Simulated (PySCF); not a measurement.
Exact simulation of a proton spin system

Molecule: `C(/CC#C)=N/C`, C5H7N.

Bonds (- single, = double, # triple, : aromatic): C1#C2 1.197 Å, C2-C3 1.445 Å, C3-C4 1.511 Å, C4=N5 1.254 Å, N5-C6 1.436 Å. C1 carries H7; C3 carries H8, H9; C4 carries H10; C6 carries H11, H12, H13. Stereochemistry as in C#CC/C=N\C.

PySCF calculation with J: B3LYP/pcJ-1 (spin–dipole term only in couplings to heteroatoms), shielding tensors at PBE0/pcSseg-1 (GIAO) and coordinates at the GFN2-xTB level; in vacuum, averaged over atoms made equivalent by symmetry, fast rotation or ring inversion, no relativistic terms, single conformer.

Referencing at the same level of theory: 1H (31.72 ppm) against TMS.

Shifts (ppm): H7 1.52, H8/H9 2.94, H10 7.86, H11/H12/H13 3.38.
Couplings (Hz): H7–H8, H7–H9: -4.0; H8–H9: -23.7; H8–H10, H9–H10: 3.5; H8–H11, H8–H12, H8–H13, H9–H11, H9–H12, H9–H13: 2.3; H10–H11, H10–H12, H10–H13: -3.1; H11–H12, H11–H13, H12–H13: -14.3.

The 7-spin Hamiltonian (Zeeman plus full scalar coupling among like nuclei) was diagonalised exactly; lines are Lorentzian, 0.4 Hz wide, and the maxima above 3 % are listed with the tallest set to 100.

(1) Give the 1H peak list of this spin system at 80 MHz.

(2) And at 500 MHz?

(3) Among coupled protons with different shifts, which pair is furthest from first order, and how does the field change that?

Answers

(1) 
Hz from δ = 0 (height): 637.0 (4), 633.9 (15), 633.5 (12), 630.7 (20), 630.4 (30), 627.3 (31), 624.2 (12), 623.8 (15), 620.8 (5), 274.3 (40), 272.0 (100), 271.2 (46), 269.7 (61), 268.9 (94), 266.7 (51), 242.4 (8), 242.2 (8), 240.0 (21), 238.7 (12), 238.3 (15), 237.8 (23), 236.5 (28), 236.1 (32), 234.8 (16), 234.2 (26), 233.8 (27), 232.6 (27), 231.6 (9), 230.2 (21), 228.1 (6), 227.9 (6), 125.5 (38), 121.6 (64), 117.6 (33)

(2) 
| Hz | ppm | height |
| --- | --- | --- |
| 3938.2 | 7.876 | 4 |
| 3935.1 | 7.870 | 14 |
| 3934.7 | 7.869 | 11 |
| 3931.9 | 7.864 | 18 |
| 3931.6 | 7.863 | 28 |
| 3928.5 | 7.857 | 28 |
| 3928.1 | 7.856 | 18 |
| 3925.4 | 7.851 | 11 |
| 3925.0 | 7.850 | 14 |
| 3921.9 | 7.844 | 4 |
| 1693.9 | 3.388 | 48 |
| 1691.6 | 3.383 | 100 |
| 1690.8 | 3.381 | 54 |
| 1689.2 | 3.378 | 57 |
| 1688.5 | 3.377 | 99 |
| 1686.2 | 3.372 | 50 |
| 1477.2 | 2.954 | 8 |
| 1474.9 | 2.950 | 25 |
| 1473.7 | 2.947 | 11 |
| 1473.2 | 2.946 | 13 |
| 1472.6 | 2.945 | 26 |
| 1471.4 | 2.943 | 29 |
| 1470.9 | 2.942 | 30 |
| 1470.3 | 2.941 | 13 |
| 1469.7 | 2.939 | 14 |
| 1469.1 | 2.938 | 29 |
| 1468.6 | 2.937 | 29 |
| 1467.4 | 2.935 | 27 |
| 1466.8 | 2.934 | 12 |
| 1466.3 | 2.933 | 11 |
| 1465.1 | 2.930 | 24 |
| 1462.8 | 2.926 | 8 |
| 764.0 | 1.528 | 32 |
| 760.0 | 1.520 | 64 |
| 756.0 | 1.512 | 32 |

(3) H8 and H11: Δν/J is about 15.3 at 80 MHz (close to first order) and 95.7 at 500 MHz (close to first order). J in Hz doesn't depend on the field, while Δν in Hz grows in proportion to it.

Unscaled 3J(H,H) at this level run about 10 % above measured values. Couplings across =CH–CH2 type bonds come from one rotamer and its mirror image, and can be 1–2 Hz further off.
